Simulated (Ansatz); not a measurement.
A calculation with Ansatz (development build ahead of 0.2.0).

```yaml
crystal:
  periodic: [false, false, false]
  atoms:
    - { symbol: C, position_ang: [0.0, 0.0, 0.0] }
    - { symbol: C, position_ang: [0.73813, 0.0, 1.09433] }
    - { symbol: C, position_ang: [-0.73813, 0.0, 1.09433] }
basis:
  gaussian: { orbitals: def2-SVP }
total_charge: 1
magnetization:
  initial_magnetization: 1
hamiltonian:
  xc: hf
scf:
  omitted_lower_state_checks: [starts, atomic_configurations, cluster_reference, orbital_swaps, given_window_search, neighbouring_geometries, increment]
```

The input is written out in the form of the current development build from the run's settings.

The run gave:

```json
{"Converged": "yes", "Total energy": "-112.82359 hartree", "Spin squared of the determinant": "0.750", "Stability test": "minimum among restricted orbitals"}
```

Caution: an unrestricted determinant lies well below.
